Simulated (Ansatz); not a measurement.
# Si2H4Cl radical: energies and forces away from the minimum

The task here is to estimate one member of a computed series from the others.

Program: Ansatz 0.2.0, Gaussian basis. Level of theory: single points with forces in def2-TZVPP. These are calculated values, not measurements.

Levels: PBE-D4, r2SCAN-D4, PBE0-D4, wB97M-V, Hartree-Fock, MP2, CCSD, CCSD(T). Each coordinate is moved by a Gaussian draw of the width named (0.7 of it for atoms other than hydrogen): 0.02, 0.06, 0.12, 0.12 Å.

Correlated methods freeze the cores. Orbitals are unrestricted.

2 further runs of the same task are left out: 2 set aside as unsound or not needed.

### Where the work starts

SMILES `[SiH2][SiH2]Cl`, 7 atoms, charge 0, spin multiplicity 2.

Atoms are counted from 1 here; the program's logs count them from 0.

Bond lengths: Si1–Si2 2.235 Å, Si1–H4 1.465 Å, Si1–H5 1.541 Å, Si2–Cl3 2.039 Å, Si2–H6 1.500 Å, Si2–H7 1.507 Å. Angles: Si2–Si1–H4 112.8°, Si2–Si1–H5 112.3°, H4–Si1–H5 105.5°, Si1–Si2–Cl3 109.0°, Si1–Si2–H6 111.6°, Si1–Si2–H7 112.6°, Cl3–Si2–H6 107.7°, Cl3–Si2–H7 107.5°, H6–Si2–H7 108.3°.

Coordinates:

```xyz
7
ClH4Si2
Si   -1.29330    0.14520   -0.43050
Si    0.72370   -0.09400    0.50160
Cl    0.88550   -1.98100    1.25570
H    -1.47110   -0.69240   -1.61980
H    -1.55360    1.58960   -0.90040
H     0.92450    0.86770    1.63450
H     1.84560    0.09700   -0.48680
```

Set-up of the first run:

pre/in.yaml

```yaml
crystal:
  periodic: [false, false, false]
  atoms:
    - {symbol: Si, position_ang: [-1.293300, 0.145200, -0.430500]}
    - {symbol: Si, position_ang: [0.723700, -0.094000, 0.501600]}
    - {symbol: Cl, position_ang: [0.885500, -1.981000, 1.255700]}
    - {symbol: H, position_ang: [-1.471100, -0.692400, -1.619800]}
    - {symbol: H, position_ang: [-1.553600, 1.589600, -0.900400]}
    - {symbol: H, position_ang: [0.924500, 0.867700, 1.634500]}
    - {symbol: H, position_ang: [1.845600, 0.097000, -0.486800]}
basis:
  gaussian: {orbitals: def2-SVP}
magnetization: {spin_polarized: true, initial_magnetization: 1}
hamiltonian: {xc: pbe, dispersion: d4}
relax: {f_tol: 0.03, max_steps: 250}
```

The command line of these runs was not kept.

Steps of the session up to this table: A first relaxation in a small basis; Relaxation at PBE0-D4; Reference energies at the minimum; Structure 1, width 0.02 Å; Structure 2, width 0.06 Å; Structure 3, width 0.12 Å; Structure 4, width 0.12 Å.

One table of the session follows, with a row left open; its other results are not shown here.

```
   method  RMS force component (eV/Å)  angle to CCSD(T) forces (°)  dipole (D)
   PBE-D4                           ?                            ?           ?
r2SCAN-D4                       2.386                          1.9        0.06
  PBE0-D4                       2.393                          2.2        0.10
  wB97M-V                       2.417                          1.1        0.10
  CCSD(T)                       2.451                    reference        0.04
```

**Question.** Estimate the row for PBE-D4.

As computed: RMS force component (eV/Å): 2.412; angle to CCSD(T) forces (°): 3.5; dipole (D): 0.03. In the column «RMS force component (eV/Å)» it lies between PBE0-D4 (2.393) and wB97M-V (2.417).
